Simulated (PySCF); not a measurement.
## Ionising SiO

RHF-CCSD(T); Si 6-311G(d,p), O 6-311G(d,p); no relativity (PySCF 2.14). Neutral (RHF): singlet (closed shell), Re = 1.525 Å, ωe = 1227 cm⁻¹, De = 7.47 eV.

SiO⁺ (UHF): doublet (σ ↑), Re = 1.537 Å, ωe = 1135 cm⁻¹, De = 4.09 eV to Si⁺ + O. The energies at the minima are -364.11748 hartree for SiO and -363.70680 for SiO⁺.

Q: Work out the adiabatic ionisation energy, without and with harmonic zero-point energies (1 hartree = 27.2114 eV, 1 eV = 8065.5 cm⁻¹), and the change of the bond length.

A: At CCSD(T): 0.41068 hartree = 11.175 eV between the minima; the zero-point term (1135.0 − 1227.0)/2 cm⁻¹ = -0.006 eV makes it 11.169 eV. Re changes by +1.2 pm against the neutral. The electron leaves a σ orbital, and the small change of length marks it as nearly non-bonding.

Correlated steps freeze 6 core orbitals. For an ion De counts to the pair picked by the measured ionisation energies or electron affinities, which need not be the lowest pair at this level. Where the molecule has an RHF reference, its open-shell atoms are computed with UHF. The CCSD T1 diagnostic is raised in SiO, SiO⁺, a sign that a single reference may not be enough there. States were picked by a PBE0 search and need not be the measured ground states.

Neutral and ion stand on different kinds of reference determinant, which adds to the error of the difference.
